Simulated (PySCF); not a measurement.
CH₄, SMILES C (connectivity only; charge and spin as stated), charge +1, multiplicity 2. Geometry optimised at ωB97X-D3(BJ)/def2-TZVPD. The spin state was assumed, not searched.

Calculation: ωB97X-D3(BJ)/def2-TZVPD (PySCF).

Harmonic wavenumbers (cm⁻¹): 258, 258, 1073, 1311, 1443, 2733, 2832, 2903, 2903. Rotational constants (GHz): 179.4, 179.4, 112.3; symmetry number 4.

Work out the zero-point energy and the ideal-gas rigid-rotor harmonic-oscillator thermochemistry at 298.15 K and 1 atm.

ZPE = ½ Σ hcν = ½ × 15712 cm⁻¹ = 22.46 kcal/mol. H − E(el) = 25.46 kcal/mol. Entropy in cal/(mol K): translation 34.26, rotation 12.39, vibration 3.46, spin 1.38, total 51.50. G − E(el) = 10.10 kcal/mol. Cp = 11.99 cal/(mol K).
